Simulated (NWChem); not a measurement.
The numbers come from NWChem runs, not from measurements. System: H₂N, charge 0, spin multiplicity 2, at a geometry optimised with UB3LYP/def2-SVP. The structure started from a generated list of species. Its SCF solution wasn't tested for a lower state. Level: UTPSS/def2-QZVP.

Input file:

```
start mol
memory heap 200 mb stack 900 mb global 1100 mb
geometry units angstroms nocenter noautoz
  N      0.000000     0.000000    -0.146310
  H      0.801659     0.000000     0.512085
  H     -0.801659     0.000000     0.512085
  symmetry group C2v
end
basis spherical
  * library def2-qzvp
end
dft
  xc xtpss03 ctpss03
  odft
  mult 2
  semidirect memsize 60000000 filesize 0
  iterations 100
  grid fine
end
task dft energy
```

Output (cleaned and shortened):

```
             Northwest Computational Chemistry Package (NWChem) 7.3.0
             --------------------------------------------------------

                                NWChem Input Module
                                -------------------

 Scaling coordinates for geometry "geometry" by  1.889725989
 (inverse scale =  0.529177249)

 Turning off AUTOSYM since
 SYMMETRY directive was detected!

                             Geometry "geometry" -> ""
                             -------------------------

 Output coordinates in angstroms (scale by  1.889725989 to convert to a.u.)

  No.       Tag          Charge          X              Y              Z
 ---- ---------------- ---------- -------------- -------------- --------------
    1 N                    7.0000     0.00000000     0.00000000    -0.14631000
    2 H                    1.0000     0.80165900     0.00000000     0.51208500
    3 H                    1.0000    -0.80165900     0.00000000     0.51208500

 Effective nuclear repulsion energy (a.u.)       7.4716359331

            Nuclear Dipole moment (a.u.)
            ----------------------------
        X                 Y               Z
 ---------------- ---------------- ----------------
     0.0000000000     0.0000000000     0.0000000000

      Symmetry information
      --------------------

 Group name             C2v
 Group number             16
 Group order               4
 No. of unique centers     2

      Symmetry unique atoms

     1    2


 Summary of "ao basis" -> "" (spherical)
 ------------------------------------------------------------------------------
       Tag                 Description            Shells   Functions and Types
 ---------------- ------------------------------  ------  ---------------------
 *                         def2-qzvp                  on all atoms

                                 NWChem DFT Module
                                 -----------------

 Summary of "ao basis" -> "ao basis" (spherical)
 ------------------------------------------------------------------------------
       Tag                 Description            Shells   Functions and Types
[...]
 overlap   0.997  0.999  0.925  0.924  0.999  0.999  1.000  1.000  0.955  0.955

   alpha     21     22     23     24     25     26     27     28     29     30
    beta     20     22     23     24     26     25     27     28     29     30
 overlap   1.000  0.995  0.999  0.995  0.994  0.997  1.000  0.998  1.000  1.000

   alpha     31     32     33     34     35     36     37     38     39     40
    beta     31     32     33     34     35     36     37     38     39     40
 overlap   0.999  0.998  0.997  0.996  0.999  0.996  0.999  1.000  0.989  0.997

   alpha     41     42     43     44     45     46     47     48     49     50
    beta     41     42     43     44     45     46     47     48     50     49
 overlap   0.997  0.989  0.997  1.000  0.995  0.999  0.999  0.999  1.000  0.999

   alpha     51     52     53     54     55     56     57     58     59     60
    beta     51     52     53     54     55     56     57     58     59     60
 overlap   0.999  0.998  0.999  1.000  1.000  1.000  0.999  1.000  0.999  1.000

   alpha     61     62     63     64     65     66     67     68     69     70
    beta     61     62     63     64     65     66     67     68     69     70
 overlap   1.000  0.999  0.999  0.997  0.999  0.999  0.996  0.998  0.999  0.997

   alpha     71     72     73     74     75     76     77     78     79     80
    beta     71     73     72     74     75     76     78     77     79     80
 overlap   0.998  0.998  0.999  0.997  0.998  0.996  0.996  0.999  0.997  0.999

   alpha     81     82     83     84     85     86     87     88     89     90
    beta     81     82     83     84     85     86     87     89     90     88
 overlap   0.998  0.988  1.000  0.988  0.965  0.995  0.965  0.997  0.999  0.996

   alpha     91     92     93     94     95     96     97     98     99    100
    beta     91     92     93     94     95     96     97     98     99    100
 overlap   0.997  0.997  0.998  0.999  0.999  0.999  1.000  0.998  0.999  0.999

   alpha    101    102    103    104    105    106    107    108    109    110
    beta    101    102    104    103    105    106    107    108    109    110
 overlap   0.999  1.000  0.999  0.999  0.999  0.999  0.999  0.999  1.000  1.000

   alpha    111    112    113    114    115    116    117
    beta    111    112    113    114    115    116    117
 overlap   0.999  1.000  1.000  1.000  1.000  1.000  1.000

     --------------------------
     Expectation value of S2:
     --------------------------
      <S2> =      0.7537 (Exact =     0.7500)

 center of mass
 --------------
 x =   0.00000000 y =   0.00000000 z =  -0.11992874

 moments of inertia (a.u.)
 ------------------
           2.727603834037           0.000000000000           0.000000000000
           0.000000000000           7.353460157486           0.000000000000
           0.000000000000           0.000000000000           4.625856323448

     Multipole analysis of the density
     ---------------------------------

     L   x y z        total         alpha         beta         nuclear
     -   - - -        -----         -----         ----         -------
     0   0 0 0     -0.000000     -5.000000     -4.000000      9.000000

     1   1 0 0     -0.000000     -0.000000     -0.000000      0.000000
     1   0 1 0     -0.000000     -0.000000     -0.000000      0.000000
     1   0 0 1      0.704036      0.454718      0.249318      0.000000

     2   2 0 0     -4.220387     -4.615080     -4.195247      4.589940
     2   1 1 0      0.000000      0.000000      0.000000      0.000000
     2   1 0 1     -0.000000     -0.000000     -0.000000      0.000000
     2   0 2 0     -5.344922     -3.550367     -1.794555      0.000000
     2   0 1 1      0.000000      0.000000      0.000000      0.000000
     2   0 0 2     -5.697999     -4.278608     -3.827390      2.407999

 Task  times  cpu:        2.8s     wall:        2.8s

 Total times  cpu:        2.8s     wall:        2.8s
```
